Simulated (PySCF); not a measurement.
Ionisation energy of B by level of theory

B [He] 2s2 2p1 (2P) → B⁺ [He] 2s2 (1S), as a difference of total energies. Calculation: PySCF 2.14, in jorge-DZP-DKH; scalar relativity by spin-free X2C-1e. Correlated levels: valence: 1s2 frozen. The calculations carry no spin-orbit coupling.

```tsv
method	ionisation energy (eV)
UHF	8.028
TPSS	8.753
B3LYP	8.716
MP2 (valence)	8.136
CCSD (valence)	8.027
```

Estimate what CCSD(T) (valence) gives.

8.048 eV, closest to UHF among the rows shown.

Estimate what SCS-MP2 (valence) gives.

8.099 eV, closest to MP2 (valence) among the rows shown.

Errors of the correlated levels include the incompleteness of this basis and the frozen core.

The coupled-cluster amplitudes are large for B⁺ (T1 above 0.03 or a double amplitude above 0.15), so a single reference is strained.

For comparison: 8.297 eV (measured; NIST levels, between the centres of gravity of the two terms).
